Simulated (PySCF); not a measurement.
Gas-phase reaction: 2 SiF(OH)3 + SiF4 = 3 SiH2F2 + 6 O

Energies from PySCF, thermal terms from the rigid-rotor harmonic-oscillator model, ideal gas at 1 bar. † marks an energy on the PBE0/def2-TZVP geometry and frequencies; other levels use their own. MP2 freezes the core. 6-31G* has spherical d functions here. Open shells (unrestricted): O (multiplicity 3, electronic degeneracy 9); the rest are closed-shell singlets. Spin-orbit splitting is ignored; it lowers the true energy and changes the entropy of O. B3LYP is the form with VWN-RPA correlation. No R ln 2 is added for the mirror-image form of SiF(OH)3. SiF(OH)3: computed as isolated molecules; such fragments, hydroxides, amides, oligomers or adducts are transient or little studied in the gas. MP2 isn't extrapolated to the basis-set limit; its ΔH°(298 K) is 3389.4 kJ in def2-SVP and 3699.8 kJ in def2-TZVPP. The harmonic model lacks anharmonicity and excited electronic states, which grow with temperature; levels with a mode under 35 cm⁻¹ are left out. Internal rotation in SiF(OH)3 is treated as a harmonic vibration of one conformer, which makes the entropy rough. Warning, point group unlike the PBE0 one: SiF(OH)3 (B3LYP/6-31G*).

```csv
level,"ΔE electronic, kJ","ΔH°(298 K), kJ","ΔS°(298 K), J/K","ΔG°(1000 K), kJ"
B3LYP/6-31G*,3359,3287,784,2507
BLYP/def2-TZVP†,3566,3488,819,2671
HF/6-31G*,2128,2051,807,1248
MP2/def2-TZVPP†,3778,3700,819,2883
PBE/def2-TZVP†,3719,3641,819,2824
PBE0/def2-SVP†,3474,3396,819,2579
PBE0/def2-TZVP,3565,3486,819,2670
LDA/def2-TZVP†,4376,4298,819,3481
ωB97M-V/def2-TZVP†,3637,3559,819,2742
```
ΔH° is lowest at HF/6-31G* and highest at LDA/def2-TZVP†. No reference value is set beside these.
